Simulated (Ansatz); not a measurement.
Reaction (isomerisation): `FC(F)C1CO1` → `FC[C@@H]1O[C@H]1F`

Isolated molecules relaxed with PBE0-D4/def2-TZVP in Ansatz; ΔE leaves out vibrations. CCSD(T)/CBS adds triple-zeta CCSD(T) − MP2 to the extrapolated MP2 energy (def2 sets, frozen cores). DFT in def2-TZVPP. B3LYP here is the variant with VWN-RPA as its local correlation; programs differ in this. Each species was taken in one conformer, which may not be the lowest.

| species | B3LYP energy (Eh) |
| --- | --- |
| `FC(F)C1CO1` | -391.75558 |
| `FC[C@@H]1O[C@H]1F` | -391.75187 |

**Question.** Work out ΔE.

**Answer.** ΔE = (-391.75187) − (-391.75558) = 0.00371 Eh = +9.7 kJ/mol. CCSD(T)/CBS gives +12.8 kJ/mol.

Largest T1 diagnostic among the species: 0.012.
